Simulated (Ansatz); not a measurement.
This script drives Ansatz 0.2.0, Python API.

`pa_ch3nsi.py`:
```python
'''Proton affinity of CH3NSi at one site.'''

import ansatz
import numpy as np

BASIS = 'def2-SVP'
FUNCTIONAL = 'PBE0'
CHARGE = 1
FORCE_TOL = 0.01

GEOMETRY = '''
C    -0.41180   -0.98130   -0.11860
N     0.73760   -0.89620    0.25690
Si   -0.02500    0.74200   -0.02810
H    -1.09510   -1.72830   -0.34660
H     0.80800    1.36300   -1.11350
H     0.02840    1.43670    1.30360
'''

ch3nsi = ansatz.Crystal.molecule()
for line in GEOMETRY.strip().splitlines():
    symbol, *xyz = line.split()
    ch3nsi = ch3nsi.atom(symbol, [float(v) for v in xyz])

calc = (
    ch3nsi.calculation()
    .basis(gaussian=BASIS)
    .functional(FUNCTIONAL)
)
symbols = [site.symbol for site in ch3nsi.cartesian_sites]
start = np.array([site.position_ang for site in ch3nsi.cartesian_sites], dtype=float)
r = calc.relax(force_tolerance=0.01).run(threads=1, backend='cpu').report
end = np.array(r['positions_ang'])

# put the proton on the side away from the neighbours, slightly off axis
away = sum((end[1] - end[j]) / np.linalg.norm(end[1] - end[j]) for j in [0, 2]) + np.array([0.15, 0.1, -0.2])
proton = end[1] + 1.0 * away / np.linalg.norm(away)
acid = ansatz.Crystal.molecule()
for symbol, place in zip(symbols, end):
    acid = acid.atom(symbol, place.tolist())
acid = acid.atom('H', proton.tolist())
protonated = (
    acid.calculation()
    .basis(gaussian=BASIS)
    .functional(FUNCTIONAL)
    .charge(CHARGE)
    .relax(force_tolerance=FORCE_TOL, max_steps=80)
)
after = protonated.run(threads=1, backend='cpu').report
xyz = np.array(after['positions_ang'])
reach = np.linalg.norm(xyz[:-1] - xyz[-1], axis=1)
print(f'base {r["free_energy_ev"]:.5f} eV, protonated {after["free_energy_ev"]:.5f} eV')
print(f'the proton ends {reach.min():.3f} A from {symbols[reach.argmin()]}{reach.argmin()}')
print(f'electronic proton affinity {96.485332 * (r["free_energy_ev"] - after["free_energy_ev"]):.1f} kJ/mol')
```

It is started by `python pa_ch3nsi.py`. How long does it take on 1 thread of Intel(R) Xeon(R) Platinum 8488C (Sapphire Rapids), on a shared host, and how much memory does it need?

It took about 36 s, with a peak of 0.22 GiB, for 2 runs of the engine.

```console
$ python pa_ch3nsi.py
base -10440.57707 eV, protonated -10450.13044 eV
the proton ends 1.028 A from N1
electronic proton affinity 921.8 kJ/mol
```

Total energies depend on the basis set; only differences at equal settings carry meaning. The proton is put on one chosen atom, which needn't be the most basic site, so the molecule's proton affinity can be higher; the ends are stationary points, not checked by frequencies, and zero-point and thermal terms count only where printed.

(Lines on the test bed's own set-up are left out of the output.)
